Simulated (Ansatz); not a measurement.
# SiH₄ (singlet): wave-function methods side by side at distance Si1–H5 = 1.360 Å, 6-31G

How much of the correlation energy of SiH₄ (singlet) does each wave-function method recover here?

Computed with Ansatz 0.2.0, Gaussian basis. Level: 6-31G, core rule «outside noble gas», up to 5 orbitals frozen.

Plan: UHF; CCSD(T) on RHF; BCCD(T) on RHF; CISD; CCSDT(Q) on RHF; CISDTQ; CCSDTQ on RHF; CASSCF and MRCISD+Q, 2 electrons in 2 orbitals; CASSCF and NEVPT2, 2 electrons in 2 orbitals; CASSCF and MRCISD+Q, 8 electrons in 8 orbitals; CASSCF and NEVPT2, 8 electrons in 8 orbitals; Full CI.

22 further runs of the same task are left out: 18 that didn't finish, 4 set aside as unsound or not needed.

## 1. The geometry

The geometry derives from a PBE0/def2-TZVP stationary point (not a proven minimum). One bond is set to the value named and the two fragments are kept rigid.

5 atoms, charge 0, spin multiplicity 1.

Atoms are counted from 1 here; the program's logs count them from 0.

Bond lengths: Si1–H2 1.485 Å, Si1–H3 1.485 Å, Si1–H4 1.485 Å, Si1–H5 1.360 Å. Angles: H2–Si1–H3 109.5°, H2–Si1–H4 109.5°, H2–Si1–H5 109.5°, H3–Si1–H4 109.5°, H3–Si1–H5 109.5°, H4–Si1–H5 109.5°.

## 2. UHF

Contents of in.yaml:

```yaml
crystal:
  periodic: [false, false, false]
  atoms:
    - {symbol: Si, position_ang: [0.002261, -0.002265, -0.002247]}
    - {symbol: H, position_ang: [0.858111, 0.856479, 0.854585]}
    - {symbol: H, position_ang: [-0.857288, -0.856692, 0.855197]}
    - {symbol: H, position_ang: [-0.852470, 0.853270, -0.863394]}
    - {symbol: H, position_ang: [0.788638, -0.789944, -0.783767]}
basis:
  gaussian: {orbitals: 6-31G}
magnetization: {spin_polarized: true, initial_magnetization: 0}
hamiltonian: {xc: hf}
output: {orbitals: {seedname: orbitals}}
```

The run is started by

```sh
ansatz run in.yaml --threads 1 --pin off --events-out ev --progress --plain --max-ram 2393MiB
```

The runs that follow: CCSD(T) on RHF; BCCD(T) on RHF; CISD; CCSDT(Q) on RHF; CISDTQ; CCSDTQ on RHF; CASSCF and MRCISD+Q, 2 electrons in 2 orbitals; CASSCF and NEVPT2, 2 electrons in 2 orbitals; CASSCF and MRCISD+Q, 8 electrons in 8 orbitals; CASSCF and NEVPT2, 8 electrons in 8 orbitals; Full CI.

Before running them: what should the planned runs give, taken together? Wanted: FCI below the RHF energy; RMP2 from FCI; RCCSD from FCI; RCCSD(T) from FCI; RCCSDT(Q) from FCI; NEVPT2 pair from FCI; MRCISD+Q pair from FCI; NEVPT2 valence from FCI; T1 diagnostic.

The runs gave:

| quantity | value |
| --- | --- |
| FCI below the RHF energy | -2.2972 eV |
| RMP2 from FCI | +14.99 kcal/mol |
| RCCSD from FCI | +0.70 kcal/mol |
| RCCSD(T) from FCI | +0.20 kcal/mol |
| RCCSDT(Q) from FCI | 0.00 kcal/mol |
| NEVPT2 pair from FCI | +12.78 kcal/mol |
| MRCISD+Q pair from FCI | -0.15 kcal/mol |
| NEVPT2 valence from FCI | +4.18 kcal/mol |
| levels within 1 kcal/mol (43 meV) | RCCSD, RCCSD(T), BCCD(T), RCCSDT, CISDTQ, RCCSDT(Q), RCCSDTQ, MRCISD+Q pair, MRCISD valence, MRCISD+Q valence |
| T1 diagnostic | 0.008 |
| effectively unpaired electrons | 0.02 |

RCCSD(T) lands +0.20 kcal/mol from the yardstick (0.4 % of the correlation energy). MRCISD+Q pair falls below full CI: the +Q correction isn't variational, and the cores differ from full CI's. One determinant dominates. Of the multireference levels listed MRCISD+Q pair comes nearest in total energy (-0.15 kcal/mol), which doesn't show that its space is the better one. These misses are within one basis, not against nature.
